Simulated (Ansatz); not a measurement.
How far a parabola holds: energy against volume of rock-salt KBr

Rock-salt KBr was calculated with LDA in Ansatz (plane waves, PAW). Run with plane-wave cutoff 520 eV, 10×10×10 k mesh, Fermi–Dirac smearing 0.01 eV, scalar-relativistic PAW data made under PBE. The cell has no free parameter but its volume, all volumes share cutoff and mesh, and the runs aren't spin-polarised. Energies are free energies at the run's smearing, counted from the lowest row; static lattice.

| V (Å³/atom) | E (meV/atom) |
|---|---|
| 31.042 | 3.54 |
| 31.689 | 0.85 |
| 32.336 | 0.00 |
| 32.982 | 0.79 |
| 33.629 | 3.03 |
| 34.276 | ? |

Question: Using a parabola, estimate the missing E at V = 34.276 from the other rows, showing the fit.

Answer: With u = V - 32.3, the rows have u = -1.2580, -0.6110, 0.0360, 0.6820, 1.3290. Least squares gives E = 0.008 - 0.3064·u + 1.9636·u². Residuals (row less fit): 0.039, -0.078, 0.000, 0.078, -0.039; standard error 0.087 (degrees of freedom: 2). The fitted curve has its minimum at V = 32.4, where E = 0.00. Its curvature is d²E/dV² = 2 × 1.9636 meV/Å⁶, so B = V0·d²E/dV² × 0.1602 = 20.4 GPa. At the withheld row, u = 1.9760, so E = 0.008 - 0.3064 × 1.9760 + 1.9636 × 1.9760² = 7.070 meV/atom. The calculation gives 6.57 meV/atom, 0.500 meV/atom below the prediction (7.6 % of the range of E in the table). The row lies outside the fitted rows, so this is an extrapolation. From the scatter of the fitted rows alone, a prediction at this place has a standard error of 0.206 meV/atom, so the miss is 2.4 times that.

The residuals are curvature that a parabola lacks, not noise. A solid that stiffens under compression and softens on expansion lies above the parabola at the compressed end and under it at the expanded end, as this row does. A third-order Birch-Murnaghan fit to the whole scan has B0 = 20.3 GPa. Only scans are tabulated whose curvature falls smoothly with volume, and where the parabola meets the shown rows within 5 % of their range and misses the end by 0.1 meV or more.

Measured, for comparison: bulk modulus 17.9 GPa (0 K, extrapolated to 0 K; as tabulated in Doll and Stoll (1998), arXiv:cond-mat/9801031). Computed less measured: bulk modulus +13 %.

Ansatz is a first-principles code.
